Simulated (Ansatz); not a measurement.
# CHNSi+ (quartet): wave-function methods side by side, cc-pVTZ

An exercise on one series of results from a longer session: the logs are not shown, and one member is left open.

Program: Ansatz 0.2.0, Gaussian basis. Level of theory: cc-pVTZ, core rule «outside noble gas», up to 7 orbitals frozen. These are calculated values, not measurements.

The runs, in order: UHF; CCSD(T) on ROHF; CCSD(T) on UHF; BCCD(T) on ROHF; CCSDT(Q) on ROHF; CCSDT(Q) on UHF.

6 further runs of the same task are left out: 6 set aside as unsound or not needed.

### The geometry

The geometry is a PBE0/def2-TZVP stationary point (not a proven minimum) of the parent state, kept for this charge and spin.

4 atoms, charge 1, spin multiplicity 4.

Atoms are counted from 1 here; the program's logs count them from 0.

Bond lengths: C1–N2 1.210 Å, C1–H4 1.080 Å, N2–Si3 1.677 Å. Angles: N2–C1–H4 141.6°, C1–N2–Si3 175.8°.

Set-up of the first run:

in.yaml reads:

```yaml
crystal:
  periodic: [false, false, false]
  atoms:
    - {symbol: C, position_ang: [0.000003, -0.203741, 0.797438]}
    - {symbol: N, position_ang: [-0.000006, -0.103756, -0.408858]}
    - {symbol: Si, position_ang: [0.000001, -0.087034, -2.085648]}
    - {symbol: H, position_ang: [0.000003, 0.394532, 1.697068]}
basis:
  gaussian: {orbitals: cc-pVTZ}
total_charge: 1
magnetization: {spin_polarized: true, initial_magnetization: 3}
hamiltonian: {xc: hf}
output: {orbitals: {seedname: orbitals}}
```

Started as:

```
> ansatz run in.yaml --threads 1 --pin off --events-out ev --progress --plain --max-ram 4096MiB --backend cpu
```

Among the steps run: UHF; CCSD(T) on ROHF; CCSD(T) on UHF; BCCD(T) on ROHF; CCSDT(Q) on ROHF; CCSDT(Q) on UHF.

One of the session's tables, all rows but one given; the rest of the session is left out.

| method | from RCCSDT(Q) (meV) |
| --- | --- |
| ROHF | +11698.5 |
| UHF | +11057.0 |
| RMP2 | +999.5 |
| UMP2 | ? |
| RCCSD | +709.0 |
| UCCSD | +670.7 |
| RCCSD(T) | +72.9 |
| UCCSD(T) | +98.4 |
| BCCD(T) | +71.7 |
| RCCSDT | +59.1 |
| UCCSDT | +46.9 |
| RCCSDT(Q) | 0 |
| UCCSDT(Q) | -8.6 |

**Question.** Estimate the row for UMP2.

The run gave: from RCCSDT(Q) (meV): +1736.9. In the column «from RCCSDT(Q) (meV)» it lies between RMP2 (+999.5) and UHF (+11057.0).

Limits of these values: Restricted and unrestricted rows rest on different reference determinants; where their highest levels disagree by more than a few hundredths of an eV, they describe different states and don't form one ladder.
